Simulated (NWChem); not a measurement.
Program: NWChem. System: P, charge 0, spin multiplicity 4. Its SCF solution wasn't tested for a lower state. Level: G0W0@UPBE/def2-TZVP, RI basis def2-tzvp-rifit.

Input file:

```
start mol
memory heap 200 mb stack 700 mb global 1700 mb
geometry units angstroms nocenter noautoz
  P      0.000000     0.000000     0.000000
  symmetry group D2h
end
basis spherical
  * library def2-tzvp
end
basis "ri basis" bse spherical
  * library def2-tzvp-rifit
end
dft
  xc xpbe96 cpbe96
  odft
  mult 4
  iterations 100
  direct
  tolerances tight
end
task dft energy
gw
  states alpha occ 4 vir 2
  states beta occ 4 vir 2
end
task dft gw
```

Output (cleaned and shortened):

```
             Northwest Computational Chemistry Package (NWChem) 7.3.0
             --------------------------------------------------------

                                NWChem Input Module
                                -------------------

 Scaling coordinates for geometry "geometry" by  1.889725989
 (inverse scale =  0.529177249)

                             Geometry "geometry" -> ""
                             -------------------------

 Output coordinates in angstroms (scale by  1.889725989 to convert to a.u.)

  No.       Tag          Charge          X              Y              Z
 ---- ---------------- ---------- -------------- -------------- --------------
    1 P                   15.0000     0.00000000     0.00000000     0.00000000

 Effective nuclear repulsion energy (a.u.)       0.0000000000

            Nuclear Dipole moment (a.u.)
            ----------------------------
        X                 Y               Z
 ---------------- ---------------- ----------------
     0.0000000000     0.0000000000     0.0000000000

      Symmetry information
      --------------------

 Group name             D2h
 Group number             26
 Group order               8
 No. of unique centers     1

      Symmetry unique atoms

     1


 Summary of "ao basis" -> "" (spherical)
 ------------------------------------------------------------------------------
       Tag                 Description            Shells   Functions and Types
 ---------------- ------------------------------  ------  ---------------------
 *                         def2-tzvp                  on all atoms

 new library libraries.bse/

 Summary of "ri basis" -> "" (spherical)
 ------------------------------------------------------------------------------
       Tag                 Description            Shells   Functions and Types
 ---------------- ------------------------------  ------  ---------------------
 *                      def2-tzvp-rifit               on all atoms

  pbe96 is a nonlocal functional; adding pw91lda local functional.

                                 NWChem DFT Module
                                 -----------------

 Summary of "ao basis" -> "ao basis" (spherical)
 ------------------------------------------------------------------------------
       Tag                 Description            Shells   Functions and Types
 ---------------- ------------------------------  ------  ---------------------
 P                         def2-tzvp                13       37   5s5p2d1f

 Summary of "ao basis" -> "ao basis" (spherical)
 ------------------------------------------------------------------------------
       Tag                 Description            Shells   Functions and Types
 ---------------- ------------------------------  ------  ---------------------
 P                         def2-tzvp                13       37   5s5p2d1f

      Symmetry analysis of basis
      --------------------------

        ag          9
        au          1
        b1g         2
        b1u         7
        b2g         2
        b2u         7
        b3g         2
        b3u         7

            General Information
            -------------------
          SCF calculation type: DFT
          Wavefunction type:  spin polarized.
          No. of atoms     :     1
          No. of electrons :    15
           Alpha electrons :     9
            Beta electrons :     6
          Charge           :     0
          Spin multiplicity:     4
          Use of symmetry is: on ; symmetry adaption is: on
[...]
   Bfn.  Coefficient  Atom+Function         Bfn.  Coefficient  Atom+Function
  ----- ------------  ---------------      ----- ------------  ---------------
     8      0.717616  1 P  pz                11      0.340805  1 P  pz
    14      0.075111  1 P  pz

 Vector    6  Occ=1.000000D+00  E=-4.391608D-01  Symmetry=ag
              MO Center=  1.6D-22,  7.0D-24, -1.6D-24, r^2= 1.2D+00
   Bfn.  Coefficient  Atom+Function         Bfn.  Coefficient  Atom+Function
  ----- ------------  ---------------      ----- ------------  ---------------
     4      0.721983  1 P  s                  3     -0.456865  1 P  s
     5      0.457769  1 P  s                  2      0.095943  1 P  s
     1      0.080710  1 P  s

 Vector    7  Occ=0.000000D+00  E=-1.352235D-01  Symmetry=b2u
              MO Center=  1.5D-33, -6.1D-26,  2.2D-33, r^2= 2.0D+00
   Bfn.  Coefficient  Atom+Function         Bfn.  Coefficient  Atom+Function
  ----- ------------  ---------------      ----- ------------  ---------------
    16      0.468123  1 P  py                19      0.460239  1 P  py
    13      0.235885  1 P  py                 7     -0.191793  1 P  py
    10     -0.082639  1 P  py

 Vector    8  Occ=0.000000D+00  E=-1.352235D-01  Symmetry=b1u
              MO Center= -5.3D-32,  2.7D-32, -3.3D-26, r^2= 2.0D+00
   Bfn.  Coefficient  Atom+Function         Bfn.  Coefficient  Atom+Function
  ----- ------------  ---------------      ----- ------------  ---------------
    17      0.468123  1 P  pz                20      0.460239  1 P  pz
    14      0.235885  1 P  pz                 8     -0.191793  1 P  pz
    11     -0.082639  1 P  pz

 Vector    9  Occ=0.000000D+00  E=-1.352235D-01  Symmetry=b3u
              MO Center=  2.3D-25,  8.9D-34,  2.5D-33, r^2= 2.0D+00
   Bfn.  Coefficient  Atom+Function         Bfn.  Coefficient  Atom+Function
  ----- ------------  ---------------      ----- ------------  ---------------
    15      0.468123  1 P  px                18      0.460239  1 P  px
    12      0.235885  1 P  px                 6     -0.191793  1 P  px
     9     -0.082639  1 P  px

   alpha - beta orbital overlaps
   -----------------------------

   alpha      1      2      3      4      5      6      7      8      9     10
    beta      1      2      3      5      4      6      8      7      9     10
 overlap   1.000  1.000  1.000  1.000  1.000  1.000  0.998  0.998  0.998  0.998

   alpha     11     12     13     14     15     16     17     18     19     20
    beta     11     12     13     16     14     15     17     18     21     19
 overlap   0.998  0.998  0.779  0.779  1.000  1.000  1.000  1.000  1.000  1.000

   alpha     21     22     23     24     25     26     27     28     29     30
    beta     23     20     22     24     26     25     28     30     27     29
 overlap   1.000  1.000  1.000  1.000  0.994  1.000  1.000  0.994  1.000  1.000

   alpha     31     32     33     34     35     36     37
    beta     32     31     33     35     34     36     37
 overlap   1.000  1.000  1.000  1.000  1.000  1.000  1.000

     --------------------------
     Expectation value of S2:
     --------------------------
      <S2> =      3.7500 (Exact =     3.7500)

 Task  times  cpu:        0.9s     wall:        0.9s

                                NWChem Input Module
                                -------------------

                                 NWChem GW Module
                                 ----------------

                             ***********************
                             ***        GW       ***
                             ***********************

 Summary of "ri basis" -> "ri basis" (spherical)
 ------------------------------------------------------------------------------
       Tag                 Description            Shells   Functions and Types
 ---------------- ------------------------------  ------  ---------------------
 P                      def2-tzvp-rifit             29      113   9s7p6d5f2g

                 Memory Information
                 ------------------
          Available GA per process is          1700.0 MBs
          Available stack per process is        700.0 MBs
          Available heap per process is           0.0 MBs

          Peak memory in Initialization
              Peak GA per process is                  0.7 MBs
              Peak stack per process is               0.0 MBs
              Peak heap per process is                0.8 MBs
              Memory not in MA per process            0.0 MBs

          Peak memory in AFF Calculation
              Peak GA per process is                  2.4 MBs
              Peak stack per process is               1.5 MBs
              Peak heap per process is                0.0 MBs
              Memory not in MA per process            1.5 MBs

          Computing 2-center integrals
          Computing Inverse Cholesky factor
          Computing 3-center integrals
          Computing V_xc ...

          Computing Sigma_x
          Computing RPA polarizability
          Solving quasiparticle equations

                  Alpha Orbitals
          State     Energy (eV)     Error (eV)
          -----------------------------------
@GW         6        -15.039           0.002
@GW         7         -9.880           0.002
@GW         8         -9.880           0.002
@GW         9         -9.880           0.002
@GW        10          8.488           0.002
@GW        11          8.488           0.002

                   Beta Orbitals
          State     Energy (eV)     Error (eV)
          -----------------------------------
@GW         3       -132.678           0.005
@GW         4       -132.678           0.005
@GW         5       -132.678           0.005
@GW         6        -15.645           0.002
@GW         7         -0.330           0.002
@GW         8         -0.330           0.002

   Applying  -3.6388 eV scissor-shift to rest of particle states

   Applying   3.1334 eV scissor-shift to rest of hole states

   Applying  -3.6949 eV scissor-shift to rest of particle states

   Applying   3.3497 eV scissor-shift to rest of hole states

     GW Timing Statistics
   ------------------------
   Init.   :          0.1s
     ERIs  :          0.1s
     Distr.:          0.0s
     Vxc   :          0.0s
   Sigma_x :          0.0s
   RPA     :          0.0s
   Wmn     :          0.0s
   Sigma_c :          0.0s
   GW total:          0.2s

 Task  times  cpu:        0.2s     wall:        0.2s

 Total times  cpu:        1.1s     wall:        1.1s
```
